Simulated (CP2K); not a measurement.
# [CF2]+ (SMILES F[C+]F) at GFN2-xTB

What is the energy change on altering one bond length of [CF2]+ at GFN2-xTB? 

Program for the calculation: CP2K 2026.2.

5 further runs of the same task are left out: 3 that didn't finish, 2 set aside as unsound or not needed.

## Step 1: The system as given

[CF2]+ has 3 atoms, charge +1, and is taken as a doublet. SMILES: `F[C+]F`. The shape is that of a PBE0-D4/def2-TZVP optimisation.

Bond lengths: F1–C2 1.214 Å, C2–F3 1.214 Å. Angles: F1–C2–F3 124.6°.

## Step 2: A single-point energy at GFN2-xTB

Input file molecule.xyz:

```xyz
3

F      0.379110     0.972980     0.316190
C      0.275710    -0.221360     0.127270
F     -0.654830    -0.751620    -0.443470
```

Input file molecule.inp:

```
&GLOBAL
 PROJECT molecule
 RUN_TYPE ENERGY
 PRINT_LEVEL MEDIUM
&END GLOBAL

&FORCE_EVAL
 METHOD QUICKSTEP
 &DFT
  CHARGE 1
  MULTIPLICITY 2
  UKS T
  &QS
   METHOD XTB
   EPS_DEFAULT 1.0E-10
   &XTB
    GFN_TYPE TBLITE
    &TBLITE
     METHOD GFN2
    &END TBLITE
    CHECK_ATOMIC_CHARGES F
   &END XTB
  &END QS
  &POISSON
   PERIODIC NONE
   POISSON_SOLVER ANALYTIC
  &END POISSON
  &SCF
   SCF_GUESS ATOMIC
   EPS_SCF 1.0E-06
   MAX_SCF 150
   ADDED_MOS 2
   &DIAGONALIZATION
    ALGORITHM STANDARD
   &END DIAGONALIZATION
   &MIXING
    METHOD DIRECT_P_MIXING
    ALPHA 0.4
   &END MIXING
   &SMEAR ON
    METHOD FERMI_DIRAC
    ELECTRONIC_TEMPERATURE [K] 300
    FIXED_MAGNETIC_MOMENT 1.0
   &END SMEAR
  &END SCF
  &PRINT
   &MOMENTS
    PERIODIC F
    REFERENCE COM
    MAX_MOMENT 1
   &END MOMENTS
   &MO ON
    ENERGIES T
    OCCUPATION_NUMBERS T
    NDIGITS 6
    &EACH
     QS_SCF 0
    &END EACH
    ADD_LAST NUMERIC
   &END MO
   &HIRSHFELD OFF
   &END HIRSHFELD
  &END PRINT
 &END DFT
 &SUBSYS
  &CELL
   ABC [angstrom] 17 17.7 16.8
   PERIODIC NONE
  &END CELL
  &TOPOLOGY
   COORD_FILE_NAME molecule.xyz
   COORD_FILE_FORMAT XYZ
   &CENTER_COORDINATES
   &END CENTER_COORDINATES
  &END TOPOLOGY
 &END SUBSYS
&END FORCE_EVAL
```

Launch:

```sh
$ OMP_NUM_THREADS=1 cp2k.psmp -i molecule.inp -o molecule.out
```

What it wrote:

```text
CP2K| version string:                                       CP2K version 2026.2
[...]
 GLOBAL| Method name                                                        CP2K
[...]
 GLOBAL| Run type                                                         ENERGY
[...]
                             - Atoms:                                          3
[...]
                             - Spherical basis functions:                     12
[...]
 Number of electrons:                                                          9
[...]
  *** SCF run converged in    13 steps ***
[...]
  Fermi energy:                                                -0.79281417048355
[...]
 TB_DIPOLE| Moment [Debye]          0.52341467      -0.42023929       0.24161491
 TB_DIPOLE| Derivative [a.u.]       0.00000000       0.00000000       0.00000000
[...]
 ENERGY| Total FORCE_EVAL ( QS ) energy [hartree]            -10.865223746274555
[...]
```

It took 2.2 s on 1 thread of Intel Xeon at 2.50GHz (Skylake/Cascade Lake), shared host; peak memory 0.19 GiB.

## Step 3: The distorted shape at the same level

Input file molecule.xyz:

```xyz
3

F      1.123558     1.397197     0.772792
C      1.020158     0.202857     0.583872
F     -0.654830    -0.751620    -0.443470
```

Input file calc.inp:

```
&GLOBAL
   PROJECT_NAME calc
   RUN_TYPE ENERGY
   PRINT_LEVEL MEDIUM
&END GLOBAL
&FORCE_EVAL
   METHOD QUICKSTEP
   &DFT
      CHARGE 1
      MULTIPLICITY 2
      UKS T
      &QS
         METHOD XTB
         EPS_DEFAULT 1.0E-10
         &XTB
            GFN_TYPE TBLITE
            &TBLITE
               METHOD GFN2
            &END TBLITE
            CHECK_ATOMIC_CHARGES F
         &END XTB
      &END QS
      &POISSON
         PERIODIC NONE
         POISSON_SOLVER ANALYTIC
      &END POISSON
      ! self-consistent field
      &SCF
         SCF_GUESS ATOMIC
         EPS_SCF 1.0E-06
         MAX_SCF 150
         ADDED_MOS 2
         &DIAGONALIZATION
            ALGORITHM STANDARD
         &END DIAGONALIZATION
         &MIXING
            METHOD DIRECT_P_MIXING
            ALPHA 0.4
         &END MIXING
         &SMEAR ON
            METHOD FERMI_DIRAC
            ELECTRONIC_TEMPERATURE [K] 300
            FIXED_MAGNETIC_MOMENT 1.0
         &END SMEAR
      &END SCF
      ! extra output
      &PRINT
         &MOMENTS
            PERIODIC F
            REFERENCE COM
            MAX_MOMENT 1
         &END MOMENTS
         &MO ON
            ENERGIES T
            OCCUPATION_NUMBERS T
            NDIGITS 6
            &EACH
               QS_SCF 0
            &END EACH
            ADD_LAST NUMERIC
         &END MO
         &HIRSHFELD OFF
         &END HIRSHFELD
      &END PRINT
   &END DFT
   &SUBSYS
      ! vacuum box
      &CELL
         ABC 17.8 18.1 17.2
         PERIODIC NONE
      &END CELL
      &TOPOLOGY
         COORD_FILE_NAME molecule.xyz
         COORD_FILE_FORMAT XYZ
         &CENTER_COORDINATES
         &END CENTER_COORDINATES
      &END TOPOLOGY
   &END SUBSYS
&END FORCE_EVAL
```

Launch:

```sh
$ OMP_NUM_THREADS=1 cp2k.psmp -i calc.inp -o calc.out
```

What it wrote:

```text
CP2K| version string:                                       CP2K version 2026.2
[...]
 GLOBAL| Method name                                                        CP2K
[...]
 GLOBAL| Run type                                                         ENERGY
[...]
                             - Atoms:                                          3
[...]
                             - Spherical basis functions:                     12
[...]
 Number of electrons:                                                          9
[...]
 *** WARNING in qs_mo_occupation.F:754 :: Fermi-Dirac smearing includes ***
 *** the last MO => Add more MOs for proper smearing.                   ***
 *** WARNING in qs_mo_occupation.F:754 :: Fermi-Dirac smearing includes ***
 *** the last MO => Add more MOs for proper smearing.                   ***
[...]
 *** WARNING in qs_mo_occupation.F:754 :: Fermi-Dirac smearing includes ***
 *** the last MO => Add more MOs for proper smearing.                   ***
 *** WARNING in qs_mo_occupation.F:754 :: Fermi-Dirac smearing includes ***
 *** the last MO => Add more MOs for proper smearing.                   ***
[...]
 *** WARNING in qs_mo_occupation.F:754 :: Fermi-Dirac smearing includes ***
 *** the last MO => Add more MOs for proper smearing.                   ***
 *** WARNING in qs_mo_occupation.F:754 :: Fermi-Dirac smearing includes ***
 *** the last MO => Add more MOs for proper smearing.                   ***
[...]
  *** SCF run converged in    80 steps ***
[...]
  Fermi energy:                                                -0.82738967836782
[...]
 TB_DIPOLE| Moment [Debye]          1.14558651       0.83319974       0.72257709
 TB_DIPOLE| Derivative [a.u.]       0.00000000       0.00000000       0.00000000
[...]
 ENERGY| Total FORCE_EVAL ( QS ) energy [hartree]            -10.712646881879431
[...]
```

Run time: 2.6 s. Hardware: 1 thread of Intel Xeon at 2.50GHz (Skylake/Cascade Lake), shared host; peak memory 0.19 GiB.

## Step 4: What came out

At GFN2-xTB:

| quantity | value |
| --- | --- |
| first shape: total energy | -10.86522 Eh |
| first shape: HOMO energy (highest over α and β) | -21.97 eV |
| first shape: LUMO energy (lowest over α and β) | -21.26 eV |
| first shape: dispersion energy | -1.05 kJ/mol |
| distorted shape: total energy | -10.71265 Eh |
| distorted shape: HOMO energy (highest over α and β) | -22.89 eV |
| distorted shape: LUMO energy (lowest over α and β) | -22.75 eV |
| distorted shape: dispersion energy | -1.04 kJ/mol |
| energy change with the C2–F3 bond stretched from 1.214 to 2.185 Å | 4.152 eV |

**Reading.** With the C2–F3 bond stretched from 1.214 to 2.185 Å the energy rises by 4.15 eV (401 kJ/mol). The first shape isn't relaxed at this level, so the change isn't measured from a minimum.
